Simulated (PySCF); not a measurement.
**Simulated absorption spectrum**

Species: SF4.
Structure used (GFN2-xTB), in Å, numbered top down from 1:
```xyz
5
SF4 angstrom
F      0.4942   -1.0731    0.7031
S      0.0474   -0.0201   -0.4383
F     -0.6159    1.1307    0.4815
F      1.5425    0.7513   -0.2609
F     -1.4596   -0.7859   -0.5026
```

Theory: TDDFT PBE0/def2-SVPD, vertical, gas phase, core orbitals frozen in the response in PySCF.

Computed states:

| state | E (eV) | f |
| --- | --- | --- |
| S1 | 5.99 | 0.033 |
| S2 | 7.24 | 0.029 |
| S3 | 7.44 | 0.0000 |
| S4 | 7.51 | 0.0089 |
| S5 | 7.99 | 0.0008 |
| S6 | 8.10 | 0.0006 |
| S7 | 8.84 | 0.0000 |
| S8 | 8.97 | 0.0083 |

Broadening: Gaussians 0.4 eV wide at half height, area fixed by f = 4.319×10⁻⁹ ∫ε dν̃. The width is an assumption, not a result. The curve ends short of the highest state used, and states not computed would add to its high-energy end.

**Question.** What does the envelope look like, and where are its maxima?

**Answer.** 
λ (nm), ε (L mol⁻¹ cm⁻¹) and a bar:
```
    148.2         17 
    150.1         41 
    152.0         72 #
    153.9         94 #
    155.8        104 #
    157.7        133 ##
    159.6        239 ###
    161.5        457 ######
    163.4        777 ##########
    165.3       1178 ################
    167.2       1623 ######################
    169.1       2000 ###########################
    171.0       2125 ############################
    172.9       1894 #########################
    174.8       1401 ###################
    176.7        861 ###########
    178.6        442 ######
    180.5        191 ##
    182.4         70 #
    184.3         23 
    186.2          7 
    188.1          6 
    190.0         17 
    191.9         52 #
    193.8        135 ##
    195.7        302 ####
    197.6        581 ########
    199.5        974 #############
    201.3       1411 ###################
    203.2       1850 #########################
    205.1       2157 #############################
    207.0       2253 ##############################
    208.9       2120 ############################
    210.8       1806 ########################
    212.7       1401 ###################
    214.6        995 #############
    216.5        650 #########
    218.4        392 #####
    220.3        219 ###
    222.2        114 #
    224.1         56 #
    226.0         25 
    227.9         11 
    229.8          4
```

Maxima: 207 nm (6.00 eV), ε about 2300, made up of S1 (100%); 171 nm (7.26 eV), ε about 2100, made up of S2 (90%) (ε in L mol⁻¹ cm⁻¹; maxima over ε = 5, shares over 10%).

**Question.** What would ε be at 6.00 eV, the highest of these maxima, with half the width (0.2 eV)?

**Answer.** About 4500 L mol⁻¹ cm⁻¹ against 2250, a factor of about 2.00; a lone state at its own centre would give exactly 2.

**Question.** On this curve, what absorbance would a 10⁻⁴ mol/L sample give at 222 nm over a 1 cm path?

**Answer.** 222 nm is 5.585 eV, where ε is about 120 L mol⁻¹ cm⁻¹, so A = ε c l ≈ 0.012 (Beer–Lambert, with the gas-phase spectrum and the assumed width).

**Question.** Coming from long wavelengths, where does ε first pass 100 L mol⁻¹ cm⁻¹?

**Answer.** At about 223 nm (5.57 eV), 0.42 eV below S1.
